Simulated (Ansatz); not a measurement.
**BH2S (quartet): wave-function methods side by side, def2-TZVPP**

One table from this session's results is given with a row withheld; the runs are named, their logs left out.

Method: def2-TZVPP, core rule «outside noble gas», up to 6 orbitals frozen; program: Ansatz 0.2.0, Gaussian basis.

The runs, in order: UHF; ROHF; CCSD(T) on UHF.

2 further runs of the same task are left out: 2 set aside as unsound or not needed.

### The system

The geometry is a PBE0/def2-TZVP stationary point (not a proven minimum) of the parent state, kept for this charge and spin.

4 atoms, charge 0, spin multiplicity 4.

Atoms are counted from 1 here; the program's logs count them from 0.

Bond lengths: B1–S2 1.742 Å, B1–H3 1.189 Å, S2–H4 1.348 Å. Angles: S2–B1–H3 125.0°, B1–S2–H4 99.6°.

Coordinates:

```xyz
4
charge 0, multiplicity 4
B     0.0000   -0.2480    1.2487
S     0.0000    0.1020   -0.4577
H     0.0000    0.5695    2.1125
H     0.0000   -1.1553   -0.9447
```

The first run:

in.yaml reads:

```yaml
crystal:
  periodic: [false, false, false]
  atoms:
    - {symbol: B, position_ang: [0.000000, -0.247959, 1.248665]}
    - {symbol: S, position_ang: [0.000000, 0.102017, -0.457708]}
    - {symbol: H, position_ang: [0.000000, 0.569475, 2.112516]}
    - {symbol: H, position_ang: [0.000000, -1.155317, -0.944703]}
basis:
  gaussian: {orbitals: def2-TZVPP}
magnetization: {spin_polarized: true, initial_magnetization: 3}
hamiltonian: {xc: hf}
output: {orbitals: {seedname: orbitals}}
```

Started as:

```bash
ansatz run in.yaml --threads 1 --pin off --events-out ev --progress --plain --max-ram 2816MiB --backend cpu
```

Among the steps run: UHF; ROHF; CCSD(T) on UHF.

One of the session's tables, all rows but one given; the rest of the session is left out.

```
  method  from UCCSD(T) (kJ/mol)
    ROHF                       ?
     UHF                  +714.0
    UMP2                  +121.2
   UCCSD                   +26.2
UCCSD(T)                       0
```

**Question.** Estimate the row for ROHF.

The run gave: from UCCSD(T) (kJ/mol): +738.5. In the column «from UCCSD(T) (kJ/mol)» it is the highest.
